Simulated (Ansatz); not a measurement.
Compare A (`C=CC(F)(F)F`) with its isomer B (`FCC=C(F)F`).

Isolated molecules relaxed with PBE0-D4/def2-TZVP in Ansatz; ΔE leaves out vibrations. CBS: MP2 limit from def2 TZ/QZ plus the TZ coupled-cluster correction, frozen cores. Functionals use def2-TZVPP. One conformer a species, not always the lowest.

A:

Z-matrix (Å, degrees):
```
C
C 1 1.492
F 1 1.342 2 111.0
F 1 1.342 2 111.0 3 -118.5
F 1 1.335 2 113.1 3 120.8
C 2 1.320 1 123.3 3 -120.8
H 2 1.084 1 114.1 3 59.2
H 6 1.083 2 120.9 1 180.0
H 6 1.083 2 121.5 1 0.1
```

B:

Z-matrix (Å, degrees):
```
C
C 1 1.482
F 1 1.389 2 110.4
H 1 1.094 2 110.9 3 -118.3
H 1 1.092 2 111.5 3 119.9
C 2 1.319 1 123.0 3 -111.6
H 2 1.082 1 119.8 3 67.3
F 6 1.312 2 125.6 1 -0.9
F 6 1.310 2 124.7 1 -180.0
```

(1) Which isomer does CCSD(T)/CBS put lower? Give the gap. (Estimate.)

(2) Give E(B) − E(A) in kcal/mol with r2SCAN-D4, MP2/def2-TZVPP, CCSD/def2-TZVPP, B2PLYP, CCSD(T)/def2-TZVPP, PBE-D4, PBE0-D4. (Best estimate.)

(3) Does the order hold for the free energy at 298.15 K (harmonic terms from PBE0-D4)? (Estimate.)

Largest T1 diagnostic: 0.012.

## Answers

(1) The calculation gave: A, by 16.9 kcal/mol.

(2) The calculation gave: r2SCAN-D4 15.4, MP2/def2-TZVPP 16.8, CCSD/def2-TZVPP 17.2, B2PLYP 15.3, CCSD(T)/def2-TZVPP 17.2, PBE-D4 12.7, PBE0-D4 14.3. None reverses the order clearly.

(3) Computed: Yes: G(B) − G(A) = +17.1 kcal/mol, for one conformer each.

In def2-TZVPP, CCSD(T) changes the Hartree–Fock value by −1.2 kcal/mol (the triples alone add −0.1 kcal/mol) and MP2 by −1.5 kcal/mol. From r2SCAN to r2SCAN0 (25 % exact exchange), in def2-TZVPP and without D4, E(B) − E(A) moves by +0.8 kcal/mol.
